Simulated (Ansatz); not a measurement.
C2H3NS, SMILES SC1=NC1: a rigid torsion scan, run with the Python package of Ansatz (0.2.0).

`torsion_c2h3ns.py`
```python
"""Energy of C2H3NS as one group turns about a bond."""

import ansatz as az
from ase import Atoms

atoms = Atoms(["S", "C", "N", "C", "H", "H", "H"], positions=[
    (-1.4891, -0.721, -1.0233),
    (-0.222, -0.5843, -0.0543),
    (0.5463, -1.231, 0.6609),
    (0.7758, 0.3407, 0.4664),
    (-1.6208, 0.6157, -1.3648),
    (0.4681, 0.902, 1.3631),
    (1.6029, 0.6099, -0.0936),
])

# start the scan from a relaxed geometry
first = (
    az.Crystal.molecule_from_ase(atoms).calculation()
    .basis(gaussian="def2-SVP")  # the orbital basis, by name
    .functional("hf")
    .relax(force_tolerance=0.02, max_steps=80)
)
atoms.positions = first.run(threads=1, backend="cpu").report["positions_ang"]

start = atoms.get_dihedral(2, 1, 0, 4)
energies = {}
for turn in range(0, 360, 40):
    turned = atoms.copy()
    turned.set_dihedral(2, 1, 0, 4, start + turn, indices=[0, 4])
    job = az.Crystal.molecule_from_ase(turned).calculation().basis(gaussian="def2-SVP").functional("hf")
    energies[round((start + turn) % 360)] = job.run(threads=1, backend="cpu").report["free_energy_ev"]
floor = min(energies.values())
print("dihedral N2-C1-S0-H4 (deg)   E - E(min) (eV)")
for angle, e in sorted(energies.items()):
    print(f"{angle:8d} {(e - floor):14.3f}  " + "#" * int(30 * (e - floor) / max(max(energies.values()) - floor, 1e-9)))
```

Where along the turn do the lowest and the highest point lie, and how far apart are they?

The lowest point is at 180° and the highest at 260°, 0.248 eV (23.9 kJ/mol) above it, with the rest of the molecule held.

What the script printed:

Running `python torsion_c2h3ns.py` prints:
```text
dihedral N2-C1-S0-H4 (deg)   E - E(min) (eV)
      20          0.007
      60          0.203  ########################
     100          0.247  #############################
     140          0.092  ###########
     180          0.000
     220          0.094  ###########
     260          0.248  ##############################
     300          0.200  ########################
     340          0.005
```

The scan is rigid and the energies are electronic, in a modest basis. With rigid groups the curve can differ much from the relaxed path, the start wasn't checked as a minimum of this torsion, and equivalent turns needn't return to the same energy. Finished in 14 s on 1 thread of Arm Neoverse V1, with other jobs on the host, peak memory 0.21 GiB.
